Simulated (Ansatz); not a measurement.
Consider CdO in the rock salt structure (space group Fm-3m, No. 225).

```
CELL_PARAMETERS angstrom
      0.00000     2.34543     2.34543
      2.34543     0.00000     2.34543
      2.34543     2.34543     0.00000
ATOMIC_POSITIONS crystal
  O  0.00000 0.00000 0.00000
  Cd 0.50000 0.50000 0.50000
```

Computed with PBEsol, PAW, 420 eV (Ansatz, a first-principles code; spin-orbit coupling left out), earlier PAW set.

One thing is altered: every Cd is replaced by Mg; the structure is relaxed again.

Measured lattice parameter a: CdO 4.696 Å (temperature not stated; as listed in Priya Gopal et al., Physical Review B (2015)); MgO 4.189 Å (static lattice; corrected from measurement; as listed in Daniel Mejia-Rodriguez, S. B. Trickey, Phys. Rev. B (2018)).

### Question
How well does PBEsol reproduce the measured shift?

### Answer
With PBEsol the lattice parameter a moves by -0.476 Å (4.691 → 4.215) against -0.507 Å measured. The two measured values stand on different bases (one corrected, one not), which blurs small differences.

Whether these cells are dynamically stable was not tested. All final runs are without spin polarisation.
